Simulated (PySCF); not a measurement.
Compound: propane, C₃H₈.
SMILES: `CCC`

Computed with TDDFT PBE0/def2-SVPD, vertical, gas phase, core orbitals frozen in the response in PySCF 2.14.0, density-fitted response routines. Isolated species at its GFN2-xTB geometry, gas phase.

Computed states:

```
state  E (eV)       f
   S1    8.79  0.0027
   S2    9.06   0.043
   S3    9.12  0.0053
   S4    9.68  0.0000
   S5    9.85   0.120
   S6    9.93   0.018
   S7    9.96  0.0056
   S8   10.09   0.126
```

Each state is given a Gaussian of 0.3 eV full width at half maximum, with ε(max) = 2.175×10⁸ f / Δν̃ (Δν̃ the width in cm⁻¹). The width is an assumption, not a result. The curve ends short of the highest state used, and states not computed would add to its high-energy end.

Question: What does the envelope look like, and where are its maxima?

Answer: 
```csv
λ (nm),ε (L mol⁻¹ cm⁻¹)
130.6,263
131.0,163
131.3,134
131.6,137
132.0,188
132.3,261
132.6,370
132.9,519
133.3,786
133.6,1042
133.9,1347
134.2,1696
134.6,2214
134.9,2624
135.2,3032
135.5,3416
135.9,3855
136.2,4102
136.5,4261
136.8,4324
137.2,4254
137.5,4093
137.8,3853
138.2,3441
138.5,3089
138.8,2721
139.1,2355
139.5,1897
139.8,1588
140.1,1315
140.4,1080
140.8,825
141.1,673
141.4,549
141.7,449
142.1,344
142.4,282
142.7,232
143.0,190
143.4,144
143.7,116
144.0,93
144.3,73
144.7,52
145.0,40
145.3,30
145.7,20
146.0,15
146.3,10
146.6,7
147.0,4
147.3,3
147.6,2
147.9,1
148.3,1
148.6,0
```

Maxima: 137 nm (9.06 eV), ε about 4300, made up of S2 (90%) (ε in L mol⁻¹ cm⁻¹; maxima over ε = 5, shares over 10%). At its high-energy end, 9.49 eV, the curve is still rising (ε about 250, from S5).

Question: What would ε be at 9.06 eV, the highest of these maxima, with half the width (0.15 eV)?

Answer: About 8330 L mol⁻¹ cm⁻¹ against 4320, a factor of about 1.9; a lone state at its own centre would give exactly 2.

Question: Coming from long wavelengths, where does ε first pass 100 L mol⁻¹ cm⁻¹?

Answer: At about 144 nm (8.62 eV), 0.18 eV below S1.
